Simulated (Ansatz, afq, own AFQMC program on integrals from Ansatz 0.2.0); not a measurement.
H$_{2}$O + CH₂, triplet in cc-pVTZ along one coordinate

| atom | x (Å) | y (Å) | z (Å) |
| --- | --- | --- | --- |
| O | -1.0723 | -0.0291 | 0.0000 |
| H | -1.3216 | 0.8974 | 0.0000 |
| H | -0.1128 | -0.0291 | 0.0000 |
| C | 1.2667 | -0.0291 | 0.0000 |
| H | 1.6811 | -0.0291 | 0.9962 |
| H | 1.6811 | -0.0291 | -0.9962 |

A hydrogen atom is moved from one rigid fragment to the other; the O1–H3 distance tells how far. The two fragments are held close together, so this isn't a minimum-energy path and the start is a compressed complex. Energies in eV count from this geometry (0.960 Å) at the same level; the start stands on UHF, each point on the determinant named.

Basis cc-pVTZ. Noble-gas cores (and the filled d shells of Ga–Kr and In–Xe) are frozen. AFQMC by an in-house program on the Cholesky factors that Ansatz 0.2.0 writes for its CCSD(T) run. ph-AFQMC/CISD is guided by a CISD state made of CCSD amplitudes; releasing the constraint for a short imaginary time cuts its bias at the price of noise, slowly where states lie close. Error bars are statistical, one sigma.

Cautions, each for one point or more: lower spins were not checked.

| r(O1–H3) / Å | det. | T1 | weight | ⟨S²⟩ | B3LYP | HF | CCSD(T) |
| --- | --- | --- | --- | --- | --- | --- | --- |
| 1.042 | UHF | 0.014 | 0.88 | 2.03 | -0.041 | 0.153 | 0.034 |
| 1.084 | UHF | 0.014 | 0.88 | 2.04 | -0.021 | 0.243 | 0.091 |
| 1.125 | UHF | 0.015 | 0.88 | 2.04 | 0.008 | 0.305 | 0.151 |
| 1.166 | UHF | 0.017 | 0.88 | 2.05 | 0.043 | 0.328 | 0.208 |
| 1.249 | UHF | 0.020 | 0.88 | 2.04 | 0.148 | 0.295 | 0.328 |

(1) Estimate the curve of phaseless AFQMC with a CISD trial, counted from the same start.

## Answers

(1) 
```json
{"r(O1–H3) / Å": "1.042", "det.": "UHF", "T1": "0.014", "weight": "0.88", "⟨S²⟩": "2.03", "ph-AFQMC/CISD": "0.016 ± 0.009"}
{"r(O1–H3) / Å": "1.084", "det.": "UHF", "T1": "0.014", "weight": "0.88", "⟨S²⟩": "2.04", "ph-AFQMC/CISD": "0.090 ± 0.008"}
{"r(O1–H3) / Å": "1.125", "det.": "UHF", "T1": "0.015", "weight": "0.88", "⟨S²⟩": "2.04", "ph-AFQMC/CISD": "0.150 ± 0.008"}
{"r(O1–H3) / Å": "1.166", "det.": "UHF", "T1": "0.017", "weight": "0.88", "⟨S²⟩": "2.05", "ph-AFQMC/CISD": "0.195 ± 0.007"}
{"r(O1–H3) / Å": "1.249", "det.": "UHF", "T1": "0.020", "weight": "0.88", "⟨S²⟩": "2.04", "ph-AFQMC/CISD": "0.312 ± 0.009"}
```

Weight is that of the determinant in the CISD state; at the start T1 is 0.013 and the weight 0.89, and ⟨S²⟩ is 2.02. Largest departures from phaseless AFQMC with a CISD trial: CCSD(T) 0.019 eV at 1.042 (on UHF), B3LYP -0.164 eV at 1.249, HF 0.155 eV at 1.125 (on UHF). The walk's constraint bias lies outside its error bars, so these are departures and not errors. Functionals count only at points shown to share the start's state and spin.

A walk keeps the symmetry of its determinant, which the program's search chose and which needn't be the lowest solution, so a lower state of the same spin and another symmetry isn't excluded.
